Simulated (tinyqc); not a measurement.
Worked calculation: Hueckel theory of the pi electrons with the omega technique, for the molecule C=CC1=CC1=C (SMILES; centres numbered as the heavy atoms are written). One step of it, computed by the program tinyqc.

Task: Orbitals, round 2. Diagonalise; E = alpha + x beta with beta < 0, so the largest x are filled first; degenerate levels share their electrons. P = sum n_i c_ri c_si; each orbital has its largest coefficient positive (the first on a tie).

matrix after round 1, order 1C, 2C, 3C, 4C, 5C, 6C:
```
[[0.048820, 1.000000, 0.000000, 0.000000, 0.000000, 0.000000],
 [1.000000, -0.022403, 1.000000, 0.000000, 0.000000, 0.000000],
 [0.000000, 1.000000, 0.134381, 1.000000, 1.000000, 0.000000],
 [0.000000, 0.000000, 1.000000, 0.177563, 1.000000, 0.000000],
 [0.000000, 0.000000, 1.000000, 1.000000, 0.106341, 1.000000],
 [0.000000, 0.000000, 0.000000, 0.000000, 1.000000, -0.444702]]
```

pi electrons, sum of z_r less the charge = 6

Give: x values; occupations; coefficients; charge and bond-order matrix P.

Result:

x values: [2.4305, 1.1009, 0.0867, -0.5151, -1.3860, -1.7171]

occupations: [2.0000, 2.0000, 2.0000, 0.0000, 0.0000, 0.0000]

coefficients, order 1C, 2C, 3C, 4C, 5C, 6C:
```
[[0.1188, 0.6146, 0.3408, 0.5817, -0.2830, 0.2711],
 [0.2829, 0.6467, 0.0129, -0.3281, 0.4060, -0.4787],
 [0.5752, 0.1118, -0.3394, -0.4201, -0.2706, 0.5402],
 [0.4958, -0.2219, -0.3698, 0.5885, 0.4705, -0.0210],
 [0.5419, -0.3167, 0.3730, 0.0124, -0.4651, -0.5004],
 [0.1885, -0.2049, 0.7019, -0.1761, 0.4941, 0.3933]]
```

charge and bond-order matrix P, order 1C, 2C, 3C, 4C, 5C, 6C:
```
[[1.0161, 0.8710, 0.0427, -0.4070, -0.0063, 0.2713],
 [0.8710, 0.9968, 0.4613, -0.0160, -0.0933, -0.1402],
 [0.0427, 0.4613, 0.9170, 0.7718, 0.2993, -0.3055],
 [-0.4070, -0.0160, 0.7718, 0.8636, 0.4021, -0.2412],
 [-0.0063, -0.0933, 0.2993, 0.4021, 1.0662, 0.8577],
 [0.2713, -0.1402, -0.3055, -0.2412, 0.8577, 1.1402]]
```
